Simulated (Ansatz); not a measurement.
**Abstraction of H: B2NH5 + C4H7 → B2NH4 + C4H8**

Species: B2NH5 `BNB`, singlet; C4H7 (cyclobutyl radical) `[CH]1CCC1`, doublet; B2NH4 `B[N]B`, doublet; C4H8 (cyclobutane) `C1CCC1`, singlet. A radical takes H: the energy is the difference in strength between the N–H bond broken and the C–H bond made.

Shapes, held fixed at every level: PBE0-D4/def2-TZVP. Programs: Ansatz 0.2.0. The zero-point and thermal change to 298 K, harmonic and unscaled (PBE0-D4/def2-TZVP), is -2.4 kJ/mol.

| level | kind | ΔH(298 K) (kJ/mol) | less CCSD(T)/CBS estimate | CPU time (sum over the molecules) |
| --- | --- | --- | --- | --- |
| HF/def2-SVP | Hartree–Fock | +11.0 | -2.2 | – |
| PBE-D4/def2-TZVPP | GGA | -10.0 | -23.2 | 19 s |
| B3LYP-D4/def2-TZVPP | global hybrid | -3.6 | -16.8 | 26 s |
| r2SCAN0-D4/def2-TZVPP | global hybrid | +4.8 | -8.4 | 35 s |
| CCSD(T)/def2-SVP | coupled cluster or CI | +2.9 | -10.3 | 38 s |
| CCSD(T)/def2-TZVPP | coupled cluster or CI | +9.7 | -3.5 | 34 min |
| CCSD(T)/CBS estimate | coupled cluster or CI | +13.2 | 0.0 | 37 min |

The highest level, CCSD(T)/CBS estimate, gives ΔH(298 K) = +13.2 kJ/mol; the levels span -10.0 to +13.2. They disagree on the sign: 5 of 7 are positive. The column of differences is taken from that level and isn't an error. No measured value is set beside it here. Open shells run unrestricted unless RO is named. The CBS estimate extrapolates MP2 from def2-TZVPP and def2-QZVPP and adds CCSD(T) − MP2 in the triple-zeta set, cores frozen. Times are processor times on shared x86 and Arm servers, and rough.
